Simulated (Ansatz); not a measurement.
Start from `NCOCO` and change one atom or group to get `COCN`.

Ansatz, PBE0-D4/def2-TZVP geometries, multiplicity 1. Each molecule was computed in one conformer, which needn't be the lowest.

```csv
property,`NCOCO`
HOMO energy (PBE/def2-TZVPP) / eV,-5.77
HOMO–LUMO gap (PBE0/def2-TZVPP) / eV,8.29
LUMO energy (PBE/def2-TZVPP) / eV,0.16
size of the dipole moment (B3LYP/def2-TZVPP) / D,3.16
HOMO energy (ωB97M-V/def2-TZVPP) / eV,-9.71
HOMO energy (PBE0/def2-TZVPP) / eV,-7.31
```

(1) Give the same properties after the change, and the shifts. (Estimate.)

Results:

(1) The calculation gave: 
| property | `COCN` | shift |
| --- | --- | --- |
| HOMO energy (PBE/def2-TZVPP) / eV | -5.69 | 0.08 |
| HOMO–LUMO gap (PBE0/def2-TZVPP) / eV | 8.31 | 0.02 |
| LUMO energy (PBE/def2-TZVPP) / eV | 0.24 | 0.08 |
| size of the dipole moment (B3LYP/def2-TZVPP) / D | 1.39 | -1.77 |
| HOMO energy (ωB97M-V/def2-TZVPP) / eV | -9.67 | 0.04 |
| HOMO energy (PBE0/def2-TZVPP) / eV | -7.24 | 0.07 |

Dipoles are sizes alone; their direction can turn.

B3LYP here is the variant with VWN-RPA as its local correlation; programs differ in this.
